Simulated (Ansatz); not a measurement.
1T (CdI2-type) SnSe₂

All values below come from PBE0 (Ansatz, an electronic-structure program, plane waves, PAW).

Run with plane-wave cutoff 500 eV, 12×12×4 k mesh (along the axes of the cell as run), Fermi–Dirac smearing 0.05 eV, scalar-relativistic PAW data made under PBE.

Cell (relaxed with r²SCAN):

Space group P-3m1 (No. 164); a = b = 3.8406 Å, c = 6.5225 Å, α = β = 90.00°, γ = 120.00°

```csv
atom,site,symmetry,x,y,z
Sn,1a,-3m.,0.0000,0.0000,0.0000
Se,2d,3m.,0.3333,0.6667,0.2413
```

```yaml
band_gap: 2.04 eV (on the SCF k mesh)
```

Measured, for comparison: band gap 0.98 eV (temperature not stated, no zero-point or thermal correction, indirect, our sources range from 0.98 to 1.06; as tabulated in Gonzalez and Oleynik (2016), arXiv:1609.04381).

Note: exact exchange on metals is sensitive to the k mesh and can open a false gap; the cell comes from a level without a dispersion term, which matters for the spacing of layers, chains or molecules; cell and atoms aren't relaxed at this level (largest force component 0.22 eV/Å, pressure -0.9 GPa); the cell has widely spaced layers and the level no dispersion term, so their spacing and the moduli can rest on weak binding.

Spin–orbit coupling is not included.
